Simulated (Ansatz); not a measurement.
C$_{3}$H$_{4}$ClFO (`FC1(Cl)COC1`). The species carries charge 0 and has multiplicity 1. Geometry: relaxed with PBE0-D4/def2-TZVP.

```xyz
10

F     0.171    1.840   -0.289
C    -0.039    0.517   -0.493
Cl   -0.429    0.274   -2.198
C     1.037   -0.394    0.090
O     0.081   -0.989    0.976
C    -0.977   -0.141    0.515
H     1.818    0.158    0.622
H     1.476   -1.117   -0.601
H    -1.326    0.554    1.285
H    -1.812   -0.703    0.093
```

**Question.** What is the dipole moment at B3LYP/def2-TZVPP? (Best estimate.)

**Answer.** Computed: 0.33 D, with components (0.03, -0.21, 0.26) D in this frame, pointing from negative to positive charge.

**Question.** And with PBE, r2SCAN, ωB97M-V? (Estimate.)

**Answer.** Computed: PBE 0.38 D, r2SCAN 0.43 D, ωB97M-V 0.31 D.

**Question.** Give the Mulliken charges with B3LYP, ωB97M-V, r2SCAN in def2-TZVPP. (An estimate is asked.)

**Answer.** The calculation gave: 
| atom | B3LYP | ωB97M-V | r2SCAN |
| --- | --- | --- | --- |
| F1 | -0.19 | -0.18 | -0.19 |
| C2 | 0.28 | 0.20 | 0.30 |
| Cl3 | -0.12 | -0.08 | -0.14 |
| C4 | 0.01 | -0.02 | 0.09 |
| O5 | -0.33 | -0.31 | -0.34 |
| C6 | 0.01 | -0.02 | 0.09 |
| H7 | 0.09 | 0.10 | 0.05 |
| H8 | 0.09 | 0.10 | 0.05 |
| H9 | 0.09 | 0.10 | 0.05 |
| H10 | 0.09 | 0.10 | 0.05 |

B3LYP here is the variant with VWN-RPA as its local correlation; programs differ in this.
